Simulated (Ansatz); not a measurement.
Ansatz (a program for electronic structure) input file for CH4, SMILES C, PBE0-D3(BJ)/def2-TZVPD. 

Ansatz 0.2 input:
```yaml
crystal:
  periodic: [false, false, false]
  atoms:
    - {symbol: C, position_ang: [-0.00000000, -0.00000000, -0.00000000]}
    - {symbol: H, position_ang: [0.62481612, -0.62481612, 0.62481611]}
    - {symbol: H, position_ang: [-0.62481611, -0.62481612, -0.62481612]}
    - {symbol: H, position_ang: [-0.62481612, 0.62481612, 0.62481612]}
    - {symbol: H, position_ang: [0.62481611, 0.62481612, -0.62481611]}
basis:
  gaussian:
    orbitals: def2-TZVPD
hamiltonian:
  xc: pbe0
  dispersion: d3bj
relax: {f_tol: 0.002, max_steps: 200}
```

Program output:

```
WARN ansatz: RAYON_NUM_THREADS=1 ignored (pool sized by the plan → 1); use --threads N
Functional definition: PBE0
integrals: 0.01 GiB planned
378 factors; their error is unknown
mean field: 0.12 GiB planned
mean field evaluation 1: about -1096.7858 eV, gradient 4.6e1 eV
mean field evaluation 2: about -1096.1786 eV, gradient 4.5e1 eV
mean field evaluation 4: about -1101.3669 eV, gradient 5.3e-2 eV
mean field evaluation 8: about -1101.3556 eV, gradient 1.1e-3 eV
mean field -1101.35563174 eV, -40.4740729407 hartree, gradient 1.9e-5 eV, S^2 0.000000; 0 other end points of the search recorded, 0 dependent functions left out
the calculation of the forces begins
reference -1101.35565533 eV, -40.4740738075 hartree; 5, 5 occupied and 68, 68 virtual orbitals, 378 factors
relax step   1: F+E_penalty+E_count = -1101.38072381 eV  Δ(F+E_penalty+E_count) = +0.000e0 eV  max|allowed force component| = 1.515e-1 eV/Å  Δτ_max = 0.0000 Å  (22 SCF iters, accepted)
these checks for a lower state are left out or cut short: starts, cluster_reference, orbital_swaps, neighbouring_geometries, increment
integrals: 0.01 GiB planned
378 factors; their error is unknown
mean field: 0.12 GiB planned
mean field evaluation 16: about -1101.3591 eV, gradient 2.8e-1 eV
mean field -1101.35925512 eV, -40.4742060974 hartree, gradient 2.1e-6 eV, S^2 0.000000; 0 other end points of the search recorded, 0 dependent functions left out
the calculation of the forces begins
reference -1101.35927884 eV, -40.4742069691 hartree; 5, 5 occupied and 68, 68 virtual orbitals, 378 factors
relax step   2: F+E_penalty+E_count = -1101.38434412 eV  Δ(F+E_penalty+E_count) = -3.620e-3 eV  max|allowed force component| = 3.995e-2 eV/Å  Δτ_max = 0.0055 Å  (25 SCF iters, accepted)
these checks for a lower state are left out or cut short: starts, cluster_reference, orbital_swaps, neighbouring_geometries, increment
integrals: 0.01 GiB planned
378 factors; their error is unknown
mean field: 0.12 GiB planned
mean field -1101.35953250 eV, -40.4742162911 hartree, gradient 2.1e-6 eV, S^2 0.000000; 0 other end points of the search recorded, 0 dependent functions left out
the calculation of the forces begins
reference -1101.35955627 eV, -40.4742171645 hartree; 5, 5 occupied and 68, 68 virtual orbitals, 378 factors
relax step   3: F+E_penalty+E_count = -1101.38462044 eV  Δ(F+E_penalty+E_count) = -2.763e-4 eV  max|allowed force component| = 4.702e-4 eV/Å  Δτ_max = 0.0020 Å  (25 SCF iters, accepted)
integrals: 0.01 GiB planned
378 factors; their error is unknown
mean field: 0.12 GiB planned
mean field evaluation 32: about -1101.3594 eV, gradient 2.8e-1 eV
mean field -1101.35953250 eV, -40.4742162911 hartree, gradient 2.1e-6 eV, S^2 0.000000; 1 other end points of the search recorded, 0 dependent functions left out
the calculation of the forces begins
reference -1101.35955627 eV, -40.4742171645 hartree; 5, 5 occupied and 68, 68 virtual orbitals, 378 factors
Total energy: -1101.38464421 eV, -40.4751391293 hartree
Atom 0 at     0.000000     0.000000    -0.000000 Å, force    -0.000000    -0.000001     0.000000 eV/Å
Atom 1 at     0.629118    -0.629118     0.629118 Å, force     0.000470    -0.000470     0.000470 eV/Å
Atom 2 at    -0.629118    -0.629118    -0.629118 Å, force    -0.000470    -0.000470    -0.000470 eV/Å
Atom 3 at    -0.629118     0.629118     0.629118 Å, force    -0.000470     0.000470     0.000470 eV/Å
Atom 4 at     0.629118     0.629118    -0.629118 Å, force     0.000470     0.000470    -0.000470 eV/Å
Dipole moment:     0.000000     0.000000     0.000000 e Å
```

The calculation finished and met its thresholds.

Cost: roughly 2.4 core-seconds.
